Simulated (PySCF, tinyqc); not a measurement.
Ways to converge the cycle: SCF convergence aids in the sto-6g basis, for LiH, spin multiplicity 1. Computed by the program tinyqc with PySCF. RHF with one setting changed at a time; a run stops when the energy changes by less than 1e-09 hartree and the error matrix is below 1e-5. The start is random orbitals. Damping d keeps d of the old density; a shift (hartree) raises the virtual levels; DIIS n extrapolates F over n matrices.

Geometry (angstrom):
```
atom       x       y       z
Li    0.0000  0.0000  0.0000
H     0.0000  0.0000  2.9920
```

lowest restricted solution found by these runs and by PySCF = -7.800689 hartree

Largest element of the error matrix X^T (FDS - SDF) X:
```
iteration    plain  damping 0.3  damping 0.6  shift 0.4   DIIS 3   DIIS 8
1          2.0e+00      2.0e+00      2.0e+00    2.0e+00  2.0e+00  2.0e+00
2          2.6e-01      4.6e-01      1.0e+00    2.9e-01  2.6e-01  2.6e-01
3          2.1e-01      1.6e-01      6.1e-01    8.7e-02  2.1e-01  2.1e-01
4          2.6e-01      7.3e-02      3.6e-01    6.7e-02  1.2e-01  1.2e-01
5          1.9e-01      4.2e-02      2.1e-01    6.3e-02  5.9e-02  8.0e-02
6          1.3e-01      2.4e-02      1.3e-01    6.0e-02  2.4e-02  1.4e-02
8          2.7e-02      1.4e-02      5.4e-02    5.1e-02  3.1e-03  2.8e-03
10         4.3e-03      7.8e-03      2.4e-02    4.1e-02  4.7e-05  1.1e-03
14         1.6e-04      2.1e-03      1.2e-02    2.6e-02        -  2.9e-08
20         4.9e-06      2.2e-04      4.8e-03    1.3e-02        -        -
30               -            -      7.5e-04    2.4e-03        -        -
45               -            -      3.9e-05    1.3e-04        -        -
```

How each run ends:
```
run          iterations  E (hartree)         state
plain                20    -7.800689  lowest found
damping 0.3          29    -7.800689  lowest found
damping 0.6          53    -7.800689  lowest found
shift 0.4            58    -7.800689  lowest found
DIIS 3               12    -7.800689  lowest found
DIIS 8               14    -7.800689  lowest found
```

What does the comparison show, and why?

6 of 6 runs reach the lowest restricted solution found, in 12 to 58 iterations (fastest: DIIS 3). Plain steps already contract here, so damping only slows them. DIIS 3 and DIIS 8 gain by cancelling the error over several earlier matrices, much as a quasi-Newton step does. The restricted reference is unstable here: a spin-polarised solution lies 0.0760 hartree lower (PySCF), so results built on it describe a poor reference.
